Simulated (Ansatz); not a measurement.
Reaction (SMILES): S (H2S) → [SH-] + H+
B3LYP-D3(BJ)/def2-TZVP geometries, fixed; electronic energies without zero-point terms.

Basis-set convergence of the deprotonation energy at B3LYP with Ansatz (an electronic-structure program). All functions are spherical. The program fits the integrals of some runs and decomposes those of others, by size. No added dispersion term, no relativity. Functions are those of the species that has most. Reference: the value in aug-cc-pV(5+d)Z, 355.54 kcal/mol, itself unsure by roughly 0.06 kcal/mol (its mean distance from aug-pcseg-3, aug-cc-pV(Q+d)Z, def2-QZVPPD). Deviations are taken from unrounded values.

| basis | functions | deprotonation energy (kcal/mol) | minus reference (kcal/mol) |
|---|---|---|---|
| def2-SV(P) | 22 | 374.98 | 19.44 |
| def2-SVP | 28 | 378.56 | 23.02 |
| def2-SVPD | 43 | 352.71 | -2.83 |
| def2-TZVP | 49 | 363.17 | 7.64 |
| def2-TZVPD | 64 | 354.91 | -0.62 |
| def2-TZVPP | 70 | 363.53 | 8.00 |
| def2-TZVPPD | 85 | 355.25 | -0.29 |
| def2-QZVPP | 130 | 358.54 | 3.00 |
| def2-QZVPPD | 145 | 355.44 | -0.09 |

The smallest set listed that lies within 2 kcal/mol of the reference with all its larger relatives (same family, alike in diffuse functions; a set with none counts only in the reference's own line) is def2-TZVPD (64 functions, -0.62 kcal/mol off).
